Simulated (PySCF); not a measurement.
# SMILES N#CCCCl, C3H4ClN

Geometry:
| atom | x (Å) | y (Å) | z (Å) |
| --- | --- | --- | --- |
| N1 | 2.184 | 0.550 | -1.440 |
| C2 | 1.247 | 0.071 | -0.977 |
| C3 | 0.056 | -0.508 | -0.377 |
| C4 | -0.517 | 0.417 | 0.687 |
| Cl5 | -1.968 | -0.310 | 1.405 |
| H6 | 0.309 | -1.476 | 0.061 |
| H7 | -0.686 | -0.685 | -1.160 |
| H8 | -0.806 | 1.376 | 0.260 |
| H9 | 0.199 | 0.585 | 1.489 |

Method: PySCF 2.14.0, quadratic response CAM-B3LYP/aug-cc-pVTZ first hyperpolarisability, Taylor convention, gas phase. Geometry: PBE0-D3(BJ)/def2-TZVP.

(1) Give the tensor of the second harmonic β(−2ω;ω,ω) at 1064 nm in the axes of these coordinates.

Answers

(1) In au, Taylor convention; rows are the first index (the induced dipole):
```csv
,xx,yy,zz,xy,xz,yz
x,-3.6,+0.3,+2.2,-11.1,+14.1,+8.7
y,-11.0,+15.3,+2.9,+0.3,+8.8,-1.2
z,+14.1,-1.1,-7.8,+8.7,+2.2,+2.9
```
Norm of βᵢ = ⅓ Σⱼ (βᵢⱼⱼ + βⱼᵢⱼ + βⱼⱼᵢ): 8.9 au, hyper-Rayleigh value 13.2 au.
